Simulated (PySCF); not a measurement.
## Si2 and its ions

UHF-SCS-MP2; Si def2-TZVPPD; no relativity (PySCF 2.14). Neutral (UHF): triplet (π ↑↑), Re = 2.242 Å, ωe = 534 cm⁻¹, De = 2.92 eV.

Si₂⁺ (UHF): quartet (σ ↑, π ↑↑), Re = 2.245 Å, ωe = 517 cm⁻¹, De = 3.11 eV to Si⁺ + Si. The energies at the minima are -577.92720 hartree for Si2 and -577.64198 for Si₂⁺.

Work out the adiabatic ionisation energy, without and with harmonic zero-point energies (1 hartree = 27.2114 eV, 1 eV = 8065.5 cm⁻¹), and the change of the bond length.

At UHF-SCS-MP2: 0.28522 hartree = 7.761 eV between the minima; the zero-point term (517.0 − 534.0)/2 cm⁻¹ = -0.001 eV makes it 7.760 eV. Re changes by +0.3 pm against the neutral. The electron leaves a σ orbital, and the small change of length marks it as nearly non-bonding.

Correlated steps freeze 10 core orbitals. States were picked by a PBE0 search and need not be the measured ground states.
